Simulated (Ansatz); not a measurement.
# CH4F2: the cost of one run

Method: RKS B3LYP-D4/def2-SVP, in Ansatz 0.2.0.

### Step 1. The starting structure

Bond lengths: F1–H2 0.937 Å, C3–F4 1.375 Å, C3–H5 1.090 Å, C3–H6 1.091 Å, C3–H7 1.090 Å. Angles: F4–C3–H5 107.7°, F4–C3–H6 107.5°, F4–C3–H7 107.7°, H5–C3–H6 111.2°, H5–C3–H7 111.1°, H6–C3–H7 111.4°.

Coordinates:

```xyz
7

F    -0.3590   -0.2699   -2.4896
H     0.2285    0.1557   -1.8970
C    -0.0139   -0.0061    0.9357
F     0.7022    0.5219   -0.1121
H     0.6485   -0.6728    1.4881
H    -0.8595   -0.5516    0.5141
H    -0.3468    0.8229    1.5608
```

### Step 2. Preparing the start

input.yaml reads:

```yaml
crystal:
  periodic: [false, false, false]
  atoms:
    - { symbol: F, position_ang: [-0.359, -0.2699, -2.4896] }
    - { symbol: H, position_ang: [0.2285, 0.1557, -1.897] }
    - { symbol: C, position_ang: [-0.0139, -0.0061, 0.9357] }
    - { symbol: F, position_ang: [0.7022, 0.5219, -0.1121] }
    - { symbol: H, position_ang: [0.6485, -0.6728, 1.4881] }
    - { symbol: H, position_ang: [-0.8595, -0.5516, 0.5141] }
    - { symbol: H, position_ang: [-0.3468, 0.8229, 1.5608] }
basis:
  gaussian: { orbitals: def2-SVP }
hamiltonian:
  xc: b3lyp
  dispersion: d4
relax:
  f_tol: 0.02
  max_steps: 40
```

Launch:

```
$ ansatz run input.yaml --threads 1 --pin off --max-ram 2048MiB --backend cpu --events-out ev --progress --plain --runs-dir out
```

Q: Estimate wall time and peak memory on 1 thread of Arm Neoverse V2, shared host.

About 8.6 s, with a peak of 0.11 GiB.
